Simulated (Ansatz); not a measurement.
The parent structure is Ni in the fcc (Cu type) structure (space group Fm-3m, No. 225; a = 3.463 Å; ferromagnetic).

Calculations: PBEsol, PAW, 420 eV (Ansatz, a first-principles code; spin-orbit coupling left out).

One thing is altered: Cu takes the place of Ni on all its sites, then cell and atoms are relaxed.

Measured lattice parameter a: Ni 3.508 Å (static lattice; corrected from measurement; as listed in Daniel Mejia-Rodriguez, S. B. Trickey, Phys. Rev. B (2018)); Cu 3.595 Å (static lattice; corrected from measurement; as listed in Gábor I. Csonka et al., Physical Review B (2009)).

Task: How well does PBEsol reproduce the measured shift?

Result: With PBEsol the lattice parameter a moves by +0.101 Å (3.463 → 3.564) against +0.087 Å measured.

The magnetic state is the one reached from the starting moments; the real material's order can differ, and small cells can't hold many antiferromagnetic ones. Stability against distortions was not tested. Spin-polarised in the final run: base; the other runs are not.
